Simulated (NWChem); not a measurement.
C3H5NO (methoxyacetonitrile): the vertical ionisation energy from total energies

C3H5NO: 10 atoms, total charge 0, spin state singlet. As SMILES, `COCC#N`. Geometry: relaxed at PBE0-D4/def2-TZVP. This is one conformer, not always the lowest.

Both states at this one shape; open shells run unrestricted unless said. 1 Eh = 27.2114 eV.

| level | program | singlet C3H5NO (Eh) | doublet C3H5NO+ (Eh) |
| --- | --- | --- | --- |
| SVWN5/cc-pVDZ | NWChem | -245.185448 | -244.811276 |
| PBE0/cc-pVDZ | NWChem | -246.984397 | -246.599528 |
| CAM-B3LYP/cc-pVDZ | NWChem | -247.150380 | -246.760053 |
| MP2/cc-pVDZ, 5 core orbitals frozen | NWChem | -246.551600 | -246.150596 |

Task: Work out the vertical ionisation energy at each level.

Result: 
1. SVWN5/cc-pVDZ: -244.811276 − (-245.185448) = 0.374172 Eh = 10.18 eV.
2. PBE0/cc-pVDZ: -246.599528 − (-246.984397) = 0.384869 Eh = 10.47 eV.
3. CAM-B3LYP/cc-pVDZ: -246.760053 − (-247.150380) = 0.390327 Eh = 10.62 eV.
4. MP2/cc-pVDZ: -246.150596 − (-246.551600) = 0.401004 Eh = 10.91 eV.

No measured value is set beside it here; the levels span 10.18 to 10.91 eV.
